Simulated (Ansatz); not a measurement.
Ansatz (a first-principles code) input (PBE0/STO-3G):

Ansatz 0.2 input:
```yaml
crystal:
  periodic: [false, false, false]
  atoms:
    - {symbol: C, position_ang: [0.78795820, 1.54784882, 0.21221775]}
    - {symbol: C, position_ang: [0.28902993, 0.60427555, -0.58651723]}
    - {symbol: C, position_ang: [-0.62032961, -0.41667002, -0.24222137]}
    - {symbol: C, position_ang: [-0.41497079, -1.63558151, 0.34267517]}
    - {symbol: H, position_ang: [1.51309580, 2.29090719, -0.13309180]}
    - {symbol: H, position_ang: [0.52049195, 1.65172282, 1.27959290]}
    - {symbol: H, position_ang: [-1.64428815, -0.23030318, -0.58744657]}
    - {symbol: H, position_ang: [0.57097782, -1.94120393, 0.67658602]}
    - {symbol: H, position_ang: [-1.21040375, -2.37036004, 0.40743355]}
basis:
  gaussian:
    orbitals: STO-3G
hamiltonian:
  xc: {name: PBE0}
total_charge: -1
```

Output:

```
Functional definition: PBE0
integrals: 0.01 GiB planned
342 factors; integrals over basis functions are off by at most 3.5e-5 eV
mean field: 0.09 GiB planned
mean field evaluation 1: about -4165.5082 eV, gradient 1.5e1 eV
mean field evaluation 2: about -4164.5245 eV, gradient 2.4e1 eV
mean field evaluation 4: about -4166.2961 eV, gradient 1.5e0 eV
mean field evaluation 8: about -4166.2327 eV, gradient 8.3e-2 eV
mean field -4166.23268813 eV, -153.1062273150 hartree, gradient 6.6e-6 eV, S^2 0.000000; 0 other end points of the search recorded, 0 dependent functions left out
reference -4166.23270331 eV, -153.1062278726 hartree; 15, 15 occupied and 10, 10 virtual orbitals, 342 factors
Total energy: -4166.23270331 eV, -153.1062278726 hartree
```

It need not be the lowest isomer of its formula. Whether it binds its extra electron was not tested at this geometry.
